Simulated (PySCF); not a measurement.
difluoromethane cation (CH₂F₂), SMILES FCF (connectivity only; charge and spin as stated), charge +1, multiplicity 2.

The structure is a stationary point at ωB97X-D3(BJ)/def2-TZVP. The multiplicity is an assumed one; other spin states were not compared.

The numbers are results of TDA-PBE0/def2-SVPD run with PySCF 2.14.0, not measurements.

Vertical excitations. 

Computed UV-visible absorptions:
```json
[
 {"state": "root 1", "energy (eV)": "3.59", "λ (nm)": "345", "f": "0.007", "main pairs": "β HOMO−1→LUMO 99 %"},
 {"state": "root 2", "energy (eV)": "3.61", "λ (nm)": "343", "f": "0.000", "main pairs": "β HOMO−2→LUMO 100 %"},
 {"state": "root 3", "energy (eV)": "4.74", "λ (nm)": "262", "f": "0.066", "main pairs": "β HOMO→LUMO 95 %"},
 {"state": "root 4", "energy (eV)": "7.45", "λ (nm)": "166", "f": "0.057", "main pairs": "β HOMO−3→LUMO 95 %"},
 {"state": "root 5", "energy (eV)": "7.78", "λ (nm)": "159", "f": "0.000", "main pairs": "β HOMO−4→LUMO 99 %"},
 {"state": "root 6", "energy (eV)": "8.02", "λ (nm)": "155", "f": "0.008", "main pairs": "β HOMO−5→LUMO 98 %"},
 {"state": "root 7", "energy (eV)": "10.96", "λ (nm)": "113", "f": "0.027", "main pairs": "α HOMO→LUMO 86 %, β HOMO−6→LUMO 11 %"},
 {"state": "root 8", "energy (eV)": "11.39", "λ (nm)": "109", "f": "0.080", "main pairs": "α HOMO→LUMO+3 17 %, α HOMO→LUMO 10 %, β HOMO−6→LUMO 70 %"},
 {"state": "root 9", "energy (eV)": "11.52", "λ (nm)": "108", "f": "0.113", "main pairs": "α HOMO→LUMO+1 90 %"},
 {"state": "root 10", "energy (eV)": "11.81", "λ (nm)": "105", "f": "0.000", "main pairs": "α HOMO→LUMO+2 97 %"}
]
```
Unrestricted roots are not spin-pure.
